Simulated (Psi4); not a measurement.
# Two attempts at PH3S (SMILES [PH3]=S)

Aim: a single-point energy of PH3S at HF/aug-cc-pV(T+d)Z (density fitting).

The results are computed with Psi4 1.11.

2 further runs of the same task are left out: 2 set aside as unsound or not needed.

### 1 The molecule

PH3S: 5 atoms, total charge 0, spin state singlet. As SMILES, `[PH3]=S`. Geometry: relaxed at GFN2-xTB.

Bond lengths: P1–S2 1.914 Å, P1–H3 1.394 Å, P1–H4 1.394 Å, P1–H5 1.394 Å. Angles: S2–P1–H3 118.2°, S2–P1–H4 118.2°, S2–P1–H5 118.2°, H3–P1–H4 99.6°, H3–P1–H5 99.4°, H4–P1–H5 99.4°.

### 2 First attempt

Contents of calc.py:

```python
import psi4

psi4.set_memory('1600 MB')
psi4.set_num_threads(1)
psi4.set_output_file('psi4.out', False)

molecule = psi4.geometry("""
0 1
P      0.007920    -0.006600     0.007660
S      1.261690    -0.941140     1.111260
H     -1.166840     0.461930     0.594540
H     -0.532470    -0.676580    -1.089190
H      0.429710     1.162380    -0.624270
units angstrom
""")

psi4.set_options({
    'basis': 'aug-cc-pV(T+d)Z',
    'reference': 'rhf',
    'scf_type': 'df',
    'maxiter': 2,
})

e_tot = psi4.energy('hf', molecule=molecule)
print(f'total energy {e_tot:.8f} hartree = {e_tot * 27.211386:.5f} eV')
for k, v in sorted(psi4.core.scalar_variables().items()):
    print(f'{k:45s} {v:18.10f}')
```

On the command line:

```
$ python calc.py
```

psi4.out:

```text
Psi4 1.11 release

   => Loading Basis Set <=

    Name: AUG-CC-PV(T+D)Z
    Role: ORBITAL
    Keyword: BASIS

         ---------------------------------------------------------
                                   SCF
                              RHF Reference
                        1 Threads,   1525 MiB Core
         ---------------------------------------------------------

  ==> Geometry <==

    Molecular point group: c1
    Full point group: C1

    Geometry (in Angstrom), charge = 0, multiplicity = 1:

       Center              X                  Y                   Z               Mass
    ------------   -----------------  -----------------  -----------------  -----------------
         P           -0.587881609039     0.438144331055    -0.517415495768    30.973761998420
         S            0.665888390961    -0.496395668945     0.586184504232    31.972071174400
         H           -1.762641609039     0.906674331055     0.069464504232     1.007825032230
         H           -1.128271609039    -0.231835668945    -1.614265495768     1.007825032230
         H           -0.166091609039     1.607124331055    -1.149345495768     1.007825032230

  Running in c1 symmetry.

  Rotational constants: A =      3.69450  B =      0.24941  C =      0.24939 [cm^-1]
  Rotational constants: A = 110758.43741  B =   7477.19208  C =   7476.50502 [MHz]
  Nuclear repulsion =   93.089271308523081

  Charge       = 0
  Multiplicity = 1
  Electrons    = 34
  Nalpha       = 17
  Nbeta        = 17

  ==> Algorithm <==

  SCF Algorithm Type is DF.
  DIIS enabled.
  MOM disabled.
  Fractional occupation disabled.
  Guess Type is SAD.
  Energy threshold   = 1.00e-06
  Density threshold  = 1.00e-06
  Integral threshold = 1.00e-12

  ==> Primary Basis <==

  Basis Set: AUG-CC-PV(T+D)Z
    Blend: AUG-CC-PV(T+D)Z
    Number of shells: 61
    Number of basis functions: 179
    Number of Cartesian functions: 205
    Spherical Harmonics?: true
    Max angular momentum: 3

   => Loading Basis Set <=

    Name: (AUG-CC-PV(T+D)Z AUX)
    Role: JKFIT
    Keyword: DF_BASIS_SCF

  ==> Integral Setup <==

  DFHelper Memory: AOs need 0.111 GiB; user supplied 1.118 GiB.
  SCF_SUBTYPE=INCORE selected. In-core MEM_DF algorithm will be used.
  Using in-core AOs.

  ==> MemDFJK: Density-Fitted J/K Matrices <==

    J tasked:                   Yes
    K tasked:                   Yes
    wK tasked:                   No
    Memory [MiB]:              1144
    Algorithm:                 Core
    Schwarz Cutoff:           1E-12
    Mask sparsity (%):       0.0125
    Fitting Condition:        1E-10

   => Auxiliary Basis Set <=

  Basis Set: (AUG-CC-PV(T+D)Z AUX)
    Blend: AUG-CC-PVTZ-JKFIT
    Number of shells: 126
    Number of basis functions: 430
    Number of Cartesian functions: 525
    Spherical Harmonics?: true
    Max angular momentum: 4

  Minimum eigenvalue in the overlap matrix is 1.2472434369E-04.
  Reciprocal condition number of the overlap matrix is 1.3265554835E-05.
    Using symmetric orthogonalization.

  ==> Pre-Iterations <==

  SCF Guess: Superposition of Atomic Densities via on-the-fly atomic UHF (no occupation information).

   -------------------------
    Irrep   Nso     Nmo
   -------------------------
     A        179     179
   -------------------------
    Total     179     179
   -------------------------

  ==> Iterations <==

                           Total Energy        Delta E     RMS |[F,P]|

   @DF-RHF iter SAD:  -739.90565080690578   -7.39906e+02   0.00000e+00
   @DF-RHF iter   1:  -739.98299563126716   -7.73448e-02   1.69752e-03 DIIS/ADIIS
   @DF-RHF iter   2:  -740.04212687323934   -5.91312e-02   8.02734e-04 DIIS/ADIIS

PsiException: Could not converge SCF iterations in 2 iterations.

  Failed to converge.
```

On the terminal:

```text
Traceback (most recent call last):
  File "calc.py", line 24, in <module>
    e_tot = psi4.energy('hf', molecule=molecule)
psi4.driver.p4util.exceptions.SCFConvergenceError: Could not converge SCF iterations in 2 iterations.
```

Wall time 4.2 s (1 thread of AMD EPYC 7B13 (Zen 3), shared host); peak memory 0.38 GiB.

### 3 Diagnosis

The iterations ended before the threshold was met.

The log says `psi4.driver.p4util.exceptions.SCFConvergenceError: Could not converge SCF iterations in 2 iterations.`. What is wrong: the iteration cap is too low for convergence. To mend it: iteration cap at its default in place of 2.

### 4 The mended input

Contents of h3ps.py:

```python
import psi4

psi4.set_memory(1600000000)
psi4.set_num_threads(1)
psi4.set_output_file('run.log', False)

m = psi4.geometry("""
0 1
P      0.007920    -0.006600     0.007660
S      1.261690    -0.941140     1.111260
H     -1.166840     0.461930     0.594540
H     -0.532470    -0.676580    -1.089190
H      0.429710     1.162380    -0.624270
""")

psi4.set_options({
    'basis': 'aug-cc-pV(T+d)Z',
    'reference': 'rhf',
    'scf_type': 'df',
})

energy_value, wavefunction = psi4.energy("scf", molecule=m, return_wfn=True)
print('E =', round(energy_value, 9))
```

On the command line:

```
$ python h3ps.py
```

run.log:

```text
[...]
  Running in c1 symmetry.
[...]
  Nuclear repulsion =   93.089271308523081
[...]
  Multiplicity = 1
[...]
  Nalpha       = 17
  Nbeta        = 17
[...]
    Number of basis functions: 179
[...]
   @DF-RHF iter   1:  -739.98299563126716   -7.73448e-02   1.69752e-03 DIIS/ADIIS
[...]
   @DF-RHF iter   7:  -740.05594340421442   -2.98375e-07   6.31470e-07 DIIS
[...]
    Orbital Energies [Eh]
    ---------------------
    Doubly Occupied:
       1A    -91.910041     2A    -80.034754     3A     -8.913943
       4A     -7.570601     5A     -6.595504     6A     -6.592998
       7A     -6.592998     8A     -5.466449     9A     -5.466445
      10A     -5.465636    11A     -1.006061    12A     -0.824338
      13A     -0.597317    14A     -0.597019    15A     -0.502704
      16A     -0.353720    17A     -0.353689
[...]
  @DF-RHF Final Energy:  -740.05594340421442
   => Energetics <=
    Nuclear Repulsion Energy =             93.0892713085230810
    One-Electron Energy =               -1208.6020937549124028
    Two-Electron Energy =                 375.4568790421747622
    Total Energy =                       -740.0559434042145313
[...]
 Multipole Moments:
 ------------------------------------------------------------------------------------
     Multipole            Electronic (a.u.)      Nuclear  (a.u.)        Total (a.u.)
 ------------------------------------------------------------------------------------
 L = 1.  Multiply by 2.5417464519 to convert [e a0] to [Debye]
 Dipole X            :          1.2744278           -2.3073834           -1.0329556
 Dipole Y            :         -0.9535382            1.7230471            0.7695089
 Dipole Z            :          1.1252927           -2.0341520           -0.9088593
 Magnitude           :                                                    1.5764410
[...]
```

The script printed:

```text
E = -740.055943404
```

Wall time 4.8 s (1 thread of AMD EPYC 7B13 (Zen 3), shared host); peak memory 0.38 GiB.

### 5 Summary of results

At HF/aug-cc-pV(T+d)Z (density fitting):

```
     quantity          value
 total energy  -740.05594 Eh
dipole moment         4.01 D
  HOMO energy       -9.62 eV
  LUMO energy        0.60 eV
HOMO–LUMO gap       10.22 eV
```
